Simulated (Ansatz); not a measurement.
`[SiH3]O[SiH3]` + H• → `[SiH2]O[SiH3]`• + H₂  (hydrogen abstraction from the Si–H bond)

Calculated with Ansatz (gas phase, PBE0-D4/def2-TZVP geometries, no zero-point term in ΔE). CCSD(T)/CBS adds triple-zeta CCSD(T) − MP2 to the extrapolated MP2 energy (def2 sets, frozen cores). This one scheme is used for every species, atoms too. Functionals use def2-TZVPP. HSE06 is defined as in plane-wave codes. Open shells (•) are unrestricted, without spin–orbit coupling.

`[SiH3]O[SiH3]`:

Z-matrix (Å, degrees):
```
Si
O 1 1.634
H 1 1.483 2 108.3
H 1 1.487 2 110.2 3 119.9
H 1 1.487 2 110.2 3 -119.9
Si 2 1.634 1 147.6 3 179.6
H 6 1.483 2 108.2 1 -179.7
H 6 1.487 2 110.2 1 60.4
H 6 1.487 2 110.2 1 -59.9
```

`[SiH2]O[SiH3]`•:

Z-matrix (Å, degrees):
```
Si
O 1 1.638
H 1 1.485 2 109.9
H 1 1.486 2 110.1 3 -120.3
H 1 1.482 2 108.1 3 119.7
Si 2 1.637 1 146.3 3 72.2
H 6 1.494 2 109.9 1 50.3
H 6 1.490 2 107.9 1 170.7
```

H₂:

```xyz
2

H    -0.107    0.285    0.215
H     0.107   -0.285   -0.215
```

```json
{"level": "revPBE-D4", "ΔE (kcal/mol)": "-15.5"}
{"level": "BLYP-D4", "ΔE (kcal/mol)": "-16.1"}
{"level": "r2SCAN", "ΔE (kcal/mol)": "-14.6"}
{"level": "r2SCAN0", "ΔE (kcal/mol)": "-13.5"}
{"level": "HSE06", "ΔE (kcal/mol)": "-11.9"}
{"level": "LC-ωPBE", "ΔE (kcal/mol)": "-10.9"}
{"level": "CCSD(T)/def2-SVP", "ΔE (kcal/mol)": "-9.4"}
{"level": "CCSD/CBS(def2)", "ΔE (kcal/mol)": "-11.3"}
```

**Question.** What does CCSD(T)/CBS give? (Best estimate.)

**Answer.** Ansatz gave: -11.3 kcal/mol. The listed levels differ from it by -4.2, -4.8, -3.3, -2.2, -0.6, 0.4, 1.9, 0.0 kcal/mol.

**Question.** What do rigid-rotor, harmonic-oscillator terms from PBE0-D4/def2-TZVP frequencies (298.15 K, 1 bar) make of the CCSD(T)/CBS value? (An estimate is asked.)

**Answer.** The calculation gave: ΔZPE = +0.2 kcal/mol, ΔH = -10.6 kcal/mol, ΔS = 18 J/(mol·K), ΔG = -11.8 kcal/mol. Open shells count their whole term as degenerate. Modes under 50 cm⁻¹ make the entropy rough.

Largest T1 diagnostic among the species: 0.014.

From PBE to PBE0 (25 % exact exchange), in def2-TZVPP and without D4, ΔE moves by +1.8 kcal/mol. In def2-TZVPP, CCSD(T) changes the Hartree–Fock value by −6.0 kcal/mol (the triples alone add −0.0 kcal/mol) and MP2 by −3.5 kcal/mol.
